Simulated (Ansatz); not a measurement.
Molecule: C2F3, net charge 0, doublet state. SMILES: FC(F)=[C]F
Geometry: optimised at B3LYP-D3(BJ)/def2-TZVP (Ansatz, a program for electronic structure).

Wanted: enthalpy of formation at 298 K, in kcal/mol. Set-up: no spin-orbit coupling; non-relativistic; no dispersion term unless named; 6-31G* and kin with 6d, 5d where marked; open shells spin-unrestricted. First-principles rows: single points at B3LYP-D3(BJ) geometries (Ansatz), with unscaled harmonic terms from B3LYP/6-31G* at its own minima, enthalpies of formation by atomisation with measured atoms. A UHF reference is markedly spin-contaminated in at least one set, which strains HF and MP2.

```
species     coefficient  E at HF/6-31G* (Ansatz), Eh  E at PBE0/def2-TZVPD (Ansatz), Eh  H(298 K) - E, kcal/mol
----------  -----------  ---------------------------  ---------------------------------  ----------------------
F[C]=C(F)F           +1                   -373.91840                         -375.39041                   14.00
C atom               -2                    -37.68086                          -37.80543                       -
F atom               -3                    -99.36496                          -99.67703                       -
```

The atoms take no thermal term, since their enthalpies of formation at 0 K are used: the result is the sum of coefficient times E, plus the molecule's thermal term, plus number times (enthalpy of formation minus H(298) - H(0)) over the atoms. Measured values of the atoms (G2/97 table in ASE), kcal/mol:

```tsv
atom	number	enthalpy of formation of the gas at 0 K	H(298) - H(0) of the element's standard state
C	2	169.98	0.25
F	3	18.47	1.05
```

 1 Eh = 627.5095 kcal/mol.

### Question
Work the quantity out at each level.

### Answer

- HF/6-31G*: the sum of coefficient times E is -0.46180 Eh, or -289.78 kcal/mol; the thermal terms add 14.00; the atoms' measured terms add 391.72. Result: 115.9 kcal/mol.
- PBE0/def2-TZVPD: the sum of coefficient times E is -0.74846 Eh, or -469.67 kcal/mol; the thermal terms add 14.00; the atoms' measured terms add 391.72. Result: -63.9 kcal/mol.
